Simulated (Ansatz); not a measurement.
Molecule: sum formula HOCl (charge +1, doublet). 
Coordinates optimised at B3LYP-D3(BJ)/def2-TZVP (Ansatz, a program for electronic structure):
```
O
H 1 0.9943
Cl 1 1.5802 2 110.10
```
Charge +1, spin multiplicity 2.

Basis-set convergence of Hartree-Fock and CCSD correlation energies (hartree) with Ansatz. Valence correlation only, unless marked. Open shells are spin-unrestricted. No spin-orbit coupling. Non-relativistic.

| basis | functions | E(HF) | E(corr, CCSD) |
|---|---|---|---|
| def2-SVP | 37 | -534.26665 | -0.33967 |
| def2-TZVPP | 87 | -534.53699 | -0.43476 |
| def2-QZVPP | 157 | -534.55416 | -0.46594 |

Extrapolating the two largest sets (X = 3 and 4) as X^-3: E(corr) = (64·(-0.46594) - 27·(-0.43476))/37 = -0.4887 Eh, an estimate of the basis-set limit. The largest set recovers 95.3 % of it, the smallest 69.5 %.
